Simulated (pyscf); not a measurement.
H₂N–SiH₂–NH₂ → H₂N–Si:–NH₂ [singlet] + hydrogen (H₂), a 1,1-elimination (singlet surface; H–Si, H–Si broken, H–H formed). PySCF, gas phase, ωB97X-D3(BJ)/def2-SVP geometries. Energies in kJ/mol from the reactant's lowest minimum found.

Small-basis levels: PySCF, no dispersion term, spherical d functions. AM1 to PM7: differences of heats of formation from MOPAC, which are fitted to 298 K values and so differ in kind from electronic energies by zero-point and thermal terms. GFN2-xTB: tblite. Cost: rough CPU time at the saddle relative to B3LYP/6-31G*, from one job on a shared machine.

| level | barrier | reaction energy | cost |
|---|---|---|---|
| HF/STO-3G | 525.9 | +153.7 | 0.04 |
| HF/3-21G | 362.3 | +78.3 | 0.06 |
| BP86/6-31G* | 280.5 | +111.6 | 2 |
| PBE/6-31G* | 277.9 | +117.1 | 2 |
| B3LYP/STO-3G | 430.6 | +124.0 | 0.6 |
| B3LYP/LANL2DZ | … | +79.3 | 0.8 |
| B3LYP/6-31G* | 309.6 | +120.1 | 1 |
| PBE/def2-SVP | 264.9 | +122.1 | 2 |
| B3LYP/def2-SVP | 295.9 | +126.0 | 1 |
| GFN2-xTB | … | +218.5 | under 0.02 |
| AM1 | 193.2 | +58.7 | under 0.02 |
| PM7 | 94.6 | +54.7 | under 0.02 |
| ωB97M-D3(BJ)/def2-TZVP | … | +131.3 | – |

**Question.** Complete the blanks.

**Answer.** 
- B3LYP/LANL2DZ, barrier: 299.5
- GFN2-xTB, barrier: 423.2
- ωB97M-D3(BJ)/def2-TZVP, barrier: 308.2

Against the last row the barrier runs from -213.7 (PM7) to +217.7 kJ/mol (HF/STO-3G). ωB97M-D3(BJ)/def2-TZVP has limits of its own. The same reactants have a lower exit, to NH₃ + HN=SiH₂ (highest point, the separated products, at +285.9 kJ/mol at ωB97M-D3(BJ)/def2-TZVP, against +308.2 kJ/mol here). One saddle was located; it need not be the lowest between these sides.
